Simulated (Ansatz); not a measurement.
A structure relaxed at PBE0-D4/def2-TZVP, charge 0, multiplicity 1:

Cartesian coordinates in Å:
```
C -2.186 -0.510 -0.245
N -1.272 0.399 -0.904
C -0.043 0.628 -0.225
S 1.029 -0.866 -0.074
C 2.431 -0.093 0.738
H -3.109 -0.574 -0.823
H -2.439 -0.110 0.741
H -1.790 -1.524 -0.102
H -1.106 0.120 -1.861
H 0.537 1.389 -0.754
H -0.249 0.992 0.787
H 3.189 -0.862 0.887
H 2.151 0.311 1.713
H 2.858 0.702 0.122
```

(1) Give its formula and SMILES.

(2) Point group (tolerance 0.08 Å, 0.16 Å for H)?

(3) Summarise the bond lengths by kind.

Results:

(1) C3H9NS, `CNCSC`.

(2) C1.

(3) 2 × C–N 1.422 to 1.448 Å; 8 × C–H 1.090 to 1.099 Å; 1 × H–N 1.011 Å; 2 × C–S 1.796 to 1.845 Å.

All numbers were calculated with Ansatz.
